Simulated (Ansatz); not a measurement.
The first iterations of a band of AlFH$_{2}$ (4 atoms, charge 0, multiplicity 1).

Method: RKS B3LYP-D4/def2-TZVP in Ansatz 0.2.0.

```
movable images  : 5
climbing image  : yes
spring          : 5.0 eV/Å²
optimiser       : quadratic models (default)
start path      : through a guess of the saddle point
force threshold : 0.05 eV/Å
iteration limit : 60
end points      : relaxed
```

Image 0:

```xyz
4
Properties=species:S:1:pos:R:3
Al 0.402 0.000 0.175
F 0.447 0.000 1.829
H 1.781 0.000 -0.576
H -1.017 0.000 -0.497
```

Image 6:

```xyz
4
Properties=species:S:1:pos:R:3
Al -0.045 0.000 -0.944
F 1.309 0.000 1.471
H 1.942 0.000 0.784
H -1.594 0.000 -0.380
```

| iteration | highest image above the first end (eV) | largest band force component (eV/Å) |
| --- | --- | --- |
| 1 | 4.026 | 3.598 |
| 2 | 3.559 | 1.883 |

Question: Does the band converge within its limit, and where does its top end?

Answer: The forces met the threshold. It ended after 8 iterations with the highest image 3.467 eV above the first end. Neighbouring images differ by up to 1.4 eV, so the band resolves the path poorly. A vibrational analysis at the climbing image gives one clearly imaginary mode, 1245i cm⁻¹: a first-order saddle point. The orbitals stay closed-shell, which can raise the energy where a bond breaks towards radicals; this wasn't checked here.

Time of the run: 44 s on 1 thread of Arm Neoverse V2, on a shared host, peak memory 0.12 GiB.
